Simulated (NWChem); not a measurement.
Correlation energy of Si (-1)

SMILES: [Si-]
```xyz
1

Si     0.0000     0.0000     0.0000
```
Charge -1, spin multiplicity 4.

The numbers come from NWChem runs, not from measurements.

Basis set: def2-TZVPD. Each correlation energy counts from its own Hartree-Fock reference.

The correlated methods keep 5 core orbitals frozen. No SCF solution was tested for a lower state. Open-shell Hartree-Fock references start from PBE0 orbitals. No row is a measurement; the coupled-cluster row has its own basis-set and correlation limits.

```tsv
method	correlation energy (mHa)
SCS-UMP2	[?]
UMP2	[?]
CCSD[T] on UHF	-94.3
CCSD(T) on UHF	-94.3
CCSDT on ROHF	[?]
CCSD[T] on ROHF	-95.2
CCSD(T) on ROHF	-95.2
CCSD on UHF	-90.1
CCSD on ROHF	[?]
```

**Question.** What belongs in the gaps?

**Answer.** 
- SCS-UMP2, correlation energy (mHa): -70.4
- UMP2, correlation energy (mHa): -73.6
- CCSDT on ROHF, correlation energy (mHa): -95.6
- CCSD on ROHF, correlation energy (mHa): -90.4
